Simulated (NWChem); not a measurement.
# BH2O (SMILES B[O]): U-r2SCAN/6-311+G(d,p)

Aim: the vertical ionisation energy of BH2O at U-r2SCAN/6-311+G**, from 2 runs. 

The calculation is run with NWChem 7.3.0.

### Step 1. The system as given

BH2O has 4 atoms, charge 0, and is taken as a doublet. As SMILES, `B[O]`. Geometry: relaxed at PBE0-D4/def2-TZVP.

Bond lengths: B1–O2 1.281 Å, B1–H3 1.211 Å, B1–H4 1.211 Å. Angles: O2–B1–H3 119.9°, O2–B1–H4 119.9°, H3–B1–H4 120.2°.

### Step 2. A single-point energy at U-r2SCAN/6-311+G(d,p)

Input file input.nw:

```
start input
title "BH2O"
memory total 2200 mb

geometry units bohr noautosym nocenter noautoz
  B  -0.00207870 -0.01946418 -0.02853486
  O   1.93753620 -0.64401866  1.27915561
  H  -1.98912572 -1.11059204  0.28648248
  H   0.15854802  1.66012440 -1.57527570
end

basis spherical bse
  * library 6-311+G**
end

dft
  xc r2scan
  mult 2
  grid lebedev 75 11
  convergence energy 1e-08
  maxiter 100
  mulliken
  noprint "final vectors analysis"
end

task dft energy
```

Started as:

```console
$ nwchem input.nw > input.out
```

Output:

```text
[...]
          Wavefunction type:  spin polarized.
          No. of atoms     :     4
          No. of electrons :    15
[...]
          Charge           :     0
          Spin multiplicity:     2
[...]
          AO basis - number of functions:    56
[...]
              XC Information
              --------------
                      r^2SCAN Method XC Functional
               r^2SCAN metaGGA Exchange Functional  1.000
                     r^2SCAN Correlation Potential  1.000
[...]
 d= 0,ls=0.0,diis     1   -101.0907521531 -1.26D+02  2.04D-02  1.76D-01     0.4
[...]
 d= 0,ls=0.0,diis    12   -101.2186258503 -7.13D-10  6.21D-08  8.06D-12     4.1
[...]
         Total DFT energy =     -101.218625850327
      One electron energy =     -187.108021915640
           Coulomb energy =       74.107879525722
    Exchange-Corr. energy =      -13.284669389193
 Nuclear repulsion energy =       25.066185928784
[...]
      Total Density - Mulliken Population Analysis
     ---------------------------------------------
    Atom       Charge   Shell Charges
 -----------   ------   -------------------------------------------------------
    1 B    5     4.99   1.13  0.85  0.50  0.67  0.97  0.39  0.35  0.01  0.01  0.11
    2 O    8     8.08   1.09  0.91  0.93  1.05  1.97  0.81  1.29 -0.00  0.02  0.01
    3 H    1     0.96   0.25  0.56  0.14  0.02
    4 H    1     0.96   0.25  0.56  0.14  0.02
[...]
      <S2> =      0.7603 (Exact =     0.7500)
[...]
```

It took 4.8 s on 1 thread of Intel Xeon 6975P-C (Granite Rapids), shared host; peak memory 0.11 GiB.

### Step 3. The singlet cation at the same level

Input file bh2o.nw:

```
start bh2o
title "BH2O"
memory 2200 mb
charge 1
geometry noautosym nocenter noautoz
  B       -0.001100      -0.010300      -0.015100
  O        1.025300      -0.340800       0.676900
  H       -1.052600      -0.587700       0.151600
  H        0.083900       0.878500      -0.833600
end
basis "ao basis" spherical bse
  * library 6-311+G**
end
dft
  xc r2scan
  grid lebedev 75 11
  convergence energy 1e-08
  maxiter 100
  mulliken
  print low
end
task dft energy
```

Started as:

```console
$ nwchem bh2o.nw > bh2o.out
```

Output:

```text
[...]
 d= 0,ls=0.0,diis     1   -100.0819085656 -1.25D+02  1.54D-01  5.56D+00     0.3
[...]
 d= 0,ls=0.0,diis    12   -100.7687635655 -1.88D-11  4.43D-08  1.64D-11     2.7
         Total DFT energy =     -100.768763565540
      One electron energy =     -181.910411866993
           Coulomb energy =       68.952403854502
    Exchange-Corr. energy =      -12.876943283795
 Nuclear repulsion energy =       25.066187730746
[...]
      Total Density - Mulliken Population Analysis
     ---------------------------------------------
    Atom       Charge   Shell Charges
 -----------   ------   -------------------------------------------------------
    1 B    5     4.90   1.13  0.85  0.48  0.74  0.95  0.39  0.26 -0.00  0.01  0.08
    2 O    8     7.71   1.09  0.91  0.90  1.10  1.89  0.80  1.11 -0.05 -0.05  0.01
    3 H    1     0.70   0.21  0.46  0.01  0.02
    4 H    1     0.70   0.21  0.46  0.01  0.02
[...]
```

It took 3.3 s on 1 thread of Intel Xeon 6975P-C (Granite Rapids), shared host; peak memory 0.11 GiB.

### Step 4. Outcome

Level: U-r2SCAN/6-311+G**.

```
                                          quantity          value
                        doublet BH2O: total energy  -101.21863 Eh
                       doublet BH2O: dipole moment         1.61 D
                                doublet BH2O: ⟨S²⟩          0.760
                      singlet cation: total energy  -100.76876 Eh
vertical ionisation energy (to the singlet cation)      12.241 eV
```

**Reading.** Removing an electron at fixed nuclei costs 12.24 eV (1181 kJ/mol). Only the singlet of the ionised species was computed; a triplet could lie lower. Mulliken charges (doublet BH2O) run from -0.08 on O2 to +0.04 on H3; in a basis this large or diffuse they mean little. Mulliken charges (singlet cation) run from +0.10 on B1 to +0.30 on H3; in a basis this large or diffuse they mean little.
